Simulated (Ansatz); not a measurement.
**C2H7Si (SMILES C[SiH]C): levels of theory compared**

Wanted: a comparison of 6 runs (UHF/STO-3G, UHF/3-21G, UHF/6-311+G**, UPBE0/6-311+G**, UMP2/6-311+G**, UCCSD(T)/6-311+G**) of C2H7Si. 

The results are computed with Ansatz 0.2.0.

36 further runs of the same task are left out: 36 set aside as unsound or not needed.

**1. The system as given**

The species is C2H7Si (10 atoms), meant as a doublet with charge 0. As SMILES, `C[SiH]C`. The C3–H9 distance was set to 1.638 Å, away from the relaxed value. At this shape a bond of the SMILES string is far longer than usual.

Bond lengths: C1–Si2 1.877 Å, Si2–C3 1.877 Å, C1–H4 1.095 Å, C1–H5 1.092 Å, C1–H6 1.092 Å, Si2–H7 1.495 Å, C3–H8 1.092 Å, C3–H10 1.095 Å. Some angles: C1–Si2–C3 111.8°, C1–Si2–H7 110.2°, C3–Si2–H7 110.2°, Si2–C1–H4 110.5°, Si2–C1–H5 111.1°, Si2–C1–H6 111.0°, Si2–C3–H8 111.0°, Si2–C3–H10 110.5°, H4–C1–H5 108.0°, H4–C1–H6 108.0°. A long bond or contact: C3–H9 1.638 Å.

**2. A single-point energy at UHF/STO-3G (run 1)**

The input, job.yaml:

```yaml
crystal:
  periodic: [false, false, false]
  atoms:
    - {symbol: C, position_ang: [-1.546863, 0.739650, -1.133107]}
    - {symbol: Si, position_ang: [0.097937, 0.687050, -0.230607]}
    - {symbol: C, position_ang: [0.263437, -0.852650, 0.829893]}
    - {symbol: H, position_ang: [-1.655263, -0.133050, -1.785907]}
    - {symbol: H, position_ang: [-1.626963, 1.635950, -1.751407]}
    - {symbol: H, position_ang: [-2.380663, 0.738550, -0.427307]}
    - {symbol: H, position_ang: [1.225537, 0.762650, -1.209107]}
    - {symbol: H, position_ang: [-0.525063, -0.894350, 1.584893]}
    - {symbol: H, position_ang: [1.708100, -0.884600, 1.600600]}
    - {symbol: H, position_ang: [0.188737, -1.754350, 0.212693]}
basis:
  gaussian:
    orbitals: STO-3G
magnetization:
  spin_polarized: true
  initial_magnetization: 1
hamiltonian:
  xc: hf
accuracy: high
output: {orbitals: {seedname: orbitals}}
```

Run with:

```bash
$ ansatz run job.yaml --threads 1 --pin off --max-ram 3480MiB --events-out events.jsonl --progress --plain --runs-dir runs
```

The program printed:

```text
Warning: RAYON_NUM_THREADS=1 ignored (pool sized by the plan → 1); use --threads N
Functional definition: HF
  name "HF"
  exchange = exact_x
  correlation = 0
510 factors; integrals over basis functions are off by at most 2.6e-8 eV
mean field evaluation 1: about -9913.2059 eV, gradient 8.4e0 eV
mean field evaluation 2: about -9913.2918 eV, gradient 8.3e0 eV
mean field evaluation 4: about -9914.1317 eV, gradient 1.1e0 eV
mean field evaluation 8: about -9914.1486 eV, gradient 4.0e-2 eV
mean field evaluation 16: about -9913.9173 eV, gradient 2.8e0 eV
mean field -9914.21458471 eV, -364.3406658919 hartree, gradient 4.0e-8 eV, S^2 0.962255; 0 other end points of the search recorded, 0 dependent functions left out
reference -9914.21458471 eV, -364.3406658919 hartree; 17, 16 occupied and 9, 10 virtual orbitals, 510 factors
Total energy: -9914.21458471 eV, -364.3406658919 hartree
```

It took 0.3 s on 1 thread of Arm Neoverse V1, shared host.

**3. The energy at UHF/3-21G (run 2)**

job.yaml, as its differences from that of step 2:

```diff
@@ -15,3 +15,5 @@
   gaussian:
-    orbitals: STO-3G
+    orbitals: 3-21G.json
+hamiltonian:
+  xc: hf
 magnetization:
@@ -19,5 +21,4 @@
   initial_magnetization: 1
-hamiltonian:
-  xc: hf
 accuracy: high
-output: {orbitals: {seedname: orbitals}}
+output:
+  orbitals: {seedname: orbitals}
```

The basis set 3-21G is read from a file made from the Basis Set Exchange's data (not shown).

Run with:

```bash
$ ansatz run job.yaml --threads 1 --pin off --max-ram 3480MiB --events-out events.jsonl --progress --plain --runs-dir runs
```

The program printed:

```text
Warning: RAYON_NUM_THREADS=1 ignored (pool sized by the plan → 1); use --threads N
[... 4 set-up lines as earlier in the session ...]
1086 factors; integrals over basis functions are off by at most 4.0e-9 eV
mean field evaluation 1: about -9975.8184 eV, gradient 1.5e1 eV
mean field evaluation 2: about -9976.0670 eV, gradient 1.5e1 eV
mean field evaluation 4: about -9977.5583 eV, gradient 1.7e0 eV
mean field evaluation 8: about -9977.5895 eV, gradient 2.4e-1 eV
mean field evaluation 16: about -9977.5909 eV, gradient 1.6e-2 eV
mean field evaluation 32: about -9977.5913 eV, gradient 2.0e-8 eV
mean field evaluation 64: about -9969.1981 eV, gradient 7.0e0 eV
mean field evaluation 96: about -9977.5908 eV, gradient 6.2e-2 eV
mean field -9977.59134165 eV, -366.6697187515 hartree, gradient 2.0e-8 eV, S^2 0.758280; 1 other end points of the search recorded, 0 dependent functions left out
reference -9977.59134165 eV, -366.6697187515 hartree; 17, 16 occupied and 28, 29 virtual orbitals, 1086 factors
Total energy: -9977.59134165 eV, -366.6697187515 hartree
```

Run time: 1.3 s. Hardware: 1 thread of Arm Neoverse V1, shared host; peak memory 0.12 GiB.

Run 3 isn't shown in full; the table further down has it.

**4. A single-point energy at UPBE0/6-311+G(d,p) (run 4)**

The input, input.yaml:

```yaml
crystal:
  periodic: [false, false, false]
  atoms:
    - {symbol: C, position_ang: [-1.546863, 0.739650, -1.133107]}
    - {symbol: Si, position_ang: [0.097937, 0.687050, -0.230607]}
    - {symbol: C, position_ang: [0.263437, -0.852650, 0.829893]}
    - {symbol: H, position_ang: [-1.655263, -0.133050, -1.785907]}
    - {symbol: H, position_ang: [-1.626963, 1.635950, -1.751407]}
    - {symbol: H, position_ang: [-2.380663, 0.738550, -0.427307]}
    - {symbol: H, position_ang: [1.225537, 0.762650, -1.209107]}
    - {symbol: H, position_ang: [-0.525063, -0.894350, 1.584893]}
    - {symbol: H, position_ang: [1.708100, -0.884600, 1.600600]}
    - {symbol: H, position_ang: [0.188737, -1.754350, 0.212693]}
basis:
  gaussian:
    orbitals: 6-311+G_st__st_-spherical.json
hamiltonian:
  xc: {name: PBE0}
total_charge: 0
output: {orbitals: {seedname: orbitals}}
accuracy: high
magnetization:
  spin_polarized: true
  initial_magnetization: 1
```

The basis set 6-311+G** is read from a file made from the Basis Set Exchange's data (not shown).

Run with:

```bash
$ ansatz run input.yaml --threads 1 --pin off --max-ram 3480MiB --events-out events.jsonl --progress --plain --runs-dir runs
```

The program printed:

```text
Warning: RAYON_NUM_THREADS=1 ignored (pool sized by the plan → 1); use --threads N
Functional definition: PBE0
  name "PBE0"
  parameter a = 0.25
  parameter kappa = 0.804
  parameter beta = 0.06672455060314922
  exchange = (1 - a)*pbe_x(kappa = kappa, mu = beta*pi^2/3) + a*exact_x
  correlation = pbe_c(beta = beta)
2281 factors; integrals over basis functions are off by at most 6.9e-9 eV
mean field evaluation 1: about -10046.2396 eV, gradient 4.8e1 eV
mean field evaluation 2: about -10037.3242 eV, gradient 5.7e1 eV
mean field evaluation 4: about -10057.4049 eV, gradient 3.3e0 eV
mean field evaluation 8: about -10057.5626 eV, gradient 1.7e-1 eV
mean field evaluation 16: about -10057.5628 eV, gradient 5.8e-4 eV
mean field -10057.56281745 eV, -369.6086162803 hartree, gradient 2.0e-8 eV, S^2 0.751871; 0 other end points of the search recorded, 0 dependent functions left out
reference -10057.56282276 eV, -369.6086164755 hartree; 17, 16 occupied and 99, 100 virtual orbitals, 2281 factors
Total energy: -10057.56282276 eV, -369.6086164755 hartree
```

Run time: 19 s. Hardware: 1 thread of Arm Neoverse V1, shared host; peak memory 0.51 GiB.

Run 5 isn't shown in full; the table further down has it.

**5. The energy at UCCSD(T)/6-311+G(d,p) (run 6)**

The input, in.yaml:

```yaml
crystal:
  periodic: [false, false, false]
  atoms:
    - {symbol: C, position_ang: [-1.546863, 0.739650, -1.133107]}
    - {symbol: Si, position_ang: [0.097937, 0.687050, -0.230607]}
    - {symbol: C, position_ang: [0.263437, -0.852650, 0.829893]}
    - {symbol: H, position_ang: [-1.655263, -0.133050, -1.785907]}
    - {symbol: H, position_ang: [-1.626963, 1.635950, -1.751407]}
    - {symbol: H, position_ang: [-2.380663, 0.738550, -0.427307]}
    - {symbol: H, position_ang: [1.225537, 0.762650, -1.209107]}
    - {symbol: H, position_ang: [-0.525063, -0.894350, 1.584893]}
    - {symbol: H, position_ang: [1.708100, -0.884600, 1.600600]}
    - {symbol: H, position_ang: [0.188737, -1.754350, 0.212693]}
basis:
  gaussian: {orbitals: 6-311+G_st__st_-spherical.json}
total_charge: 0
magnetization: {spin_polarized: true, initial_magnetization: 1}
correlation: {method: ccsd_t, frozen_orbitals: {C: 1, H: 0, Si: 5}}
accuracy: high
scf: {omitted_lower_state_checks: [cluster_reference, increment]}
```

The basis set 6-311+G** is read from a file made from the Basis Set Exchange's data (not shown).

Run with:

```bash
$ ansatz run in.yaml --threads 1 --pin off --max-ram 3480MiB --events-out events.jsonl --progress --plain --runs-dir runs
```

The program printed, shortened:

```text
Warning: RAYON_NUM_THREADS=1 ignored (pool sized by the plan → 1); use --threads N
[... 2 set-up lines as earlier in the session ...]
[...]
2281 factors; integrals over basis functions are off by at most 6.9e-9 eV
[...]
mean field -10031.77067652 eV, -368.6607725838 hartree, gradient 7.4e-8 eV, S^2 0.754207; 2 other end points of the search recorded, 0 dependent functions left out
7 core orbitals not correlated: weight in the atoms' cores, before any rotation towards them, 1.000 or more for the frozen orbitals, at most 0.000 for the correlated occupied ones
reference -10031.77067652 eV, -368.6607725838 hartree; 10, 9 occupied and 99, 100 virtual orbitals, 2281 factors
second order -11.02834543 eV of doubles, -0.00000000 eV of singles
cycle   1  -11.93250858 eV  change   -9.0e-1 eV  update   8.4e-2
[...]
cycle  24  -12.42699351 eV  change  -3.8e-10 eV  update   1.6e-9
perturbative correction -0.41435752 eV, -0.0152273582 hartree
Total energy: -10044.61202755 eV, -369.1326835300 hartree
Checks for a lower state left out: cluster_reference, increment
```

Wall time 2.3 min (1 thread of Arm Neoverse V1, shared host); peak memory 2.3 GiB.

**6. All runs side by side**

| run | level | frozen core orbitals | energy (Eh) | HOMO energy (eV) | LUMO energy (eV) | ⟨S²⟩ | wall time |
| --- | --- | --- | --- | --- | --- | --- | --- |
| 1 | UHF/STO-3G | – | -364.340666 | -6.13 | 6.62 | 0.962 | 0.3 s |
| 2 | UHF/3-21G | – | -366.669719 | -8.23 | 1.91 | 0.758 | 1.3 s |
| 3 | UHF/6-311+G** | – | -368.660773 | -8.43 | 1.23 | 0.754 | 8.4 s |
| 4 | UPBE0/6-311+G** | – | -369.608616 | -5.60 | -1.83 | 0.752 | 19 s |
| 5 | UMP2/6-311+G** | 7 | -369.066057 | – | – | 0.754 | 7.5 s |
| 6 | UCCSD(T)/6-311+G** | 7 | -369.132684 | – | – | 0.754 | 2.3 min |

**7. Summary of results**

```
                                          quantity          value
                               run 6: total energy  -369.13268 Eh
run 6: correlation energy (7 core orbitals frozen)     -471.9 mEh
                             run 6: (T) correction     -15.23 mEh
          run 6: ⟨S²⟩ of the reference determinant          0.754
                              run 6: T1 diagnostic          0.013
```

Below the UHF energy at the same shape and in the same basis (6-311+G**): UMP2 -405.3 mEh; UCCSD(T) -471.9 mEh. In run 1 the basis is minimal, so the values are rough. Spin contamination of the reference: run 1 ⟨S²⟩ = 0.96. All runs together took 2.9 min, the longest 2.3 min.
